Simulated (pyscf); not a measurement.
**Addition across a multiple bond or ene-type step: F–W(F)(F)(F)=S (SMILES [F][W]([F])([F])([F])=[S]) + HCl (SMILES Cl) → F–W(F)(F)(F)(SH)–Cl (SMILES [F][W]([F])([F])([F])([SH])[Cl])**

Gas phase, singlet surface, charge 0. Bonds broken: Cl7–H8. Bonds formed: S1–H8, W2–Cl7. Optimised with ωB97X-D3(BJ)/def2-SVP in PySCF.

Transition state (Å):

```xyz
8

S     -0.8789     0.8119     2.4573
W     -0.4628    -0.1080     0.4948
F      0.7352     1.0834    -0.2034
F     -1.7755     0.7891    -0.4551
F     -0.7429    -1.4722    -0.7463
F      0.9904    -1.1254     1.0273
Cl    -2.1464    -1.7122     1.5713
H     -1.7980    -0.4942     2.4922
```

One imaginary mode, 1007i cm⁻¹; descent along it reached the two sides named, in the forms told below.

```json
[
 {"bond": "Cl7–H8", "change": "breaks", "reactant side (Å)": "1.284", "saddle": "1.566", "product side": "2.6"},
 {"bond": "S1–H8", "change": "forms", "reactant side (Å)": "3.4", "saddle": "1.597", "product side": "1.343"},
 {"bond": "W2–Cl7", "change": "forms", "reactant side (Å)": "4.0", "saddle": "2.563", "product side": "2.283"}
]
```

Electronic energies relative to the separated reactants (kcal/mol):

```
level                   barrier  reaction energy  reverse barrier
----------------------  -------  ---------------  ---------------
ωB97X-D3(BJ)/def2-TZVP     23.2             +0.7             22.5
PBE/def2-TZVP              20.0             +3.8             16.2
r²SCAN/def2-TZVP           20.2             +1.9             18.4
B3LYP-D3(BJ)/def2-TZVP     25.2             +5.0             20.3
PBE0-D3(BJ)/def2-TZVP      22.5             +3.9             18.7
M06-2X/def2-TZVP           30.3            +10.7             19.6
ωB97M-D3(BJ)/def2-TZVP     29.0             +7.7             21.4
HF/def2-TZVP               49.1            +17.1             32.0
```

With ωB97M-D3(BJ)/def2-TZVP energies and thermal terms (ideal gas, 1 atm, RRHO with modes under 100 cm⁻¹ raised to 100, one conformer, R ln 2 for chiral ones without a mode under 150 cm⁻¹), in kcal/mol:

| T (K) | ΔH‡ | ΔG‡ | ΔH | ΔG |
|---|---|---|---|---|
| 298 | 27.2 | 37.1 | +8.9 | +18.1 |
| 600 | 27.5 | 47.0 | +9.4 | +27.2 |
| 900 | 28.0 | 56.7 | +10.2 | +36.0 |
| 1200 | 28.6 | 66.2 | +11.1 | +44.4 |

On the product side the descent ends in a point that may be a rotor saddle (no frequency run), 1.6 kcal/mol over the lowest minimum found and 20.9 kcal/mol under the saddle at ωB97X-D3(BJ)/def2-TZVP. One saddle was located; it need not be the lowest between these sides. Elements past Kr carry the def2 core potentials, without spin-orbit coupling.
